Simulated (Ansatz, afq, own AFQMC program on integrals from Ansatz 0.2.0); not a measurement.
**AlB, triplet: a scan with AFQMC**

```xyz
2

B     0.0000    0.0000    0.0000
Al    0.0000    0.0000    2.0234
```

The B1–Al2 distance is changed with both sides rigid. Energies in kJ/mol count from this geometry (2.023 Å) at the same level; the start stands on UHF, each point on the determinant named.

Basis cc-pVDZ. Noble-gas cores (and the filled d shells of Ga–Kr and In–Xe) are frozen. AFQMC by an in-house program on the Cholesky factors that Ansatz 0.2.0 writes for its CCSD(T) run. ph-AFQMC/CISD is guided by a CISD state made of CCSD amplitudes; releasing the constraint for a short imaginary time cuts its bias at the price of noise, slowly where states lie close. Error bars are statistical, one sigma.

Cautions, each for one point or more: (T) is large; a spin-contaminated unrestricted determinant lies lower; an unrestricted solution with more broken spin lies lower; cluster runs in doubt by the program's own checks; lower spins were not checked; strong correlation; the ph-AFQMC/CISD walk drifts between its halves; the search met a lower determinant of the same kind, perhaps of another symmetry, and this one is a saddle point; unrestricted determinant spin contaminated.

```tsv
r(B1–Al2) / Å	det.	T1	weight	⟨S²⟩	CCSD(T)	ph-AFQMC/CISD	FCI	CCSDT(Q)	B3LYP	PBE0
1.605	ROHF	0.073	0.81	pure	213.3	212.2 ± 0.4	215.1	215.4	195.8§	191.0§
2.496	UHF†	0.053	0.84	2.02	15.5	12.3 ± 0.4	18.1	18.1	8.8	20.9
3.214	UHF	0.045	0.82	2.02	99.2	100.9 ± 0.6	98.0	–	89.9	110.3
4.536	UHF†	0.014	0.87	2.02	150.3	149.9 ± 0.2	153.8	155.8	160.7	185.9
6.969	UHF†	0.013	0.88	2.02	155.1	154.6 ± 0.3	162.1	162.1	173.5	198.8
```

Weight is that of the determinant in the CISD state; at the start T1 is 0.085 and the weight 0.78, and ⟨S²⟩ is 2.15. A dagger marks points whose determinant fills other symmetries than the start's, so the wave-function levels may follow another state there, or a degenerate partner. Symmetry can't show for every point that it stays on the start's state. A dash marks a missing value, a released energy that hasn't settled or a functional that sits on another state. § marks a functional whose ⟨S²⟩ is too high by over 0.1 (PBE0 at the start too). Largest departures from full CI: CCSD(T) -7.0 kJ/mol at 6.969 (on UHF), ph-AFQMC/CISD -7.5 kJ/mol at 6.969 (on UHF), CCSDT(Q) 1.9 kJ/mol at 4.536 (on UHF). The functionals aren't scored here. In this small basis the wave-function levels are far from their limit, so their gap to the functionals isn't the functionals' error. In total energy ph-AFQMC/CISD lies 94.6 ± 2.2 meV above full CI at the start, so its agreement along the curve rests in part on cancellation.

Some points may be missing: those where a free walk finds a much lower state, and past Zn most of those on another determinant than at the start.

CCSDT and higher add their correlation energy to the determinant of the CCSD(T) run, since their own runs factorise the integrals more tightly (a shift of under 2 meV). A walk keeps the symmetry of its determinant, which the program's search chose and which needn't be the lowest solution, so a lower state of the same spin and another symmetry isn't excluded.
